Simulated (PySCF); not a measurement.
These are ωB97X-D3(BJ)/def2-TZVP // B3LYP-D3(BJ)/def2-TZVP run with PySCF values and carry that method's errors. Gas-phase values, no solvent. Excitations are Tamm–Dancoff values on a coarser integration grid. The basis has no diffuse functions, so Rydberg states are missing or too high.

Reference species (SMILES): `C#C` (neutral, multiplicity 1).

```
Property                 Value
-------------------  ---------
S1 excitation (TDA)    6.78 eV
HOMO                 -10.96 eV
```

Changed species: `C#CO[SiH3]` (X = siloxy; the reference has X = H).

### Question
Give the shifts of the S1 excitation (TDA) and HOMO.

### Answer
the S1 excitation (TDA) drops by 0.12 eV, to 6.66 eV; the HOMO increases by 1.21 eV, to -9.75 eV.
